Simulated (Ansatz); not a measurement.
Reaction (hydrogenolysis of a C–F bond): `CCCCF` + H₂ → `CCCC` + H–F

Calculated with Ansatz (gas phase, PBE0-D4/def2-TZVP geometries, no zero-point term in ΔE). CCSD(T)/CBS is the MP2 limit (def2-TZVPP, def2-QZVPP) plus CCSD(T) − MP2 in def2-TZVPP, frozen cores. This one scheme is used for every species. Functionals use def2-TZVPP. B3LYP here is the variant with VWN-RPA as its local correlation; programs differ in this. Each species was taken in one conformer, which may not be the lowest.

`CCCCF`:

Z-matrix (Å, degrees):
```
C
C 1 1.518
H 1 1.092 2 111.5
H 1 1.094 2 111.3 3 120.2
H 1 1.094 2 111.1 3 -120.0
C 2 1.520 1 112.7 3 -179.9
H 2 1.094 1 109.9 3 58.3
H 2 1.096 1 109.8 3 -58.2
C 6 1.506 2 113.6 1 -179.1
H 6 1.097 2 110.0 1 60.1
H 6 1.096 2 110.1 1 -56.9
F 9 1.387 6 110.4 2 63.3
H 9 1.095 6 111.3 2 -55.7
H 9 1.094 6 111.5 2 -177.5
```

H₂:

```xyz
2

H    -0.208   -0.265    0.159
H     0.208    0.265   -0.159
```

`CCCC`:

```xyz
14

C    -0.527   -1.657   -0.876
C    -0.667   -0.301   -0.206
C     0.667    0.301    0.207
C     0.527    1.657    0.875
H    -0.044   -2.377   -0.210
H    -1.498   -2.068   -1.162
H     0.084   -1.587   -1.781
H    -1.309   -0.392    0.679
H    -1.181    0.393   -0.881
H     1.309    0.389   -0.677
H     1.180   -0.393    0.883
H    -0.086    1.589    1.779
H     0.046    2.378    0.207
H     1.497    2.068    1.163
```

H–F:

Cartesian coordinates in Å:
```
F -0.295 -0.332 0.119
H 0.295 0.332 -0.119
```

CCSD(T)/CBS gives -101.3 kJ/mol.

**Question.** Another level gave -89.4 kJ/mol. Which?
A. PBE-QIDH/def2-TZVPP
B. B3LYP-D4/def2-TZVPP
C. BLYP-D4/def2-TZVPP
D. LC-ωPBE/def2-TZVPP

**Answer.** B. B3LYP-D4 -89.4, PBE-QIDH -101.8, LC-ωPBE -95.8, BLYP-D4 -83.8 kJ/mol.

Largest T1 diagnostic among the species: 0.009.

At CCSD(T), def2-SVP lies +13.0 kJ/mol from the extrapolated value and def2-TZVPP +2.8 kJ/mol. From BLYP to BHLYP (50 % exact exchange), in def2-TZVPP and without D4, ΔE moves by −8.7 kJ/mol.
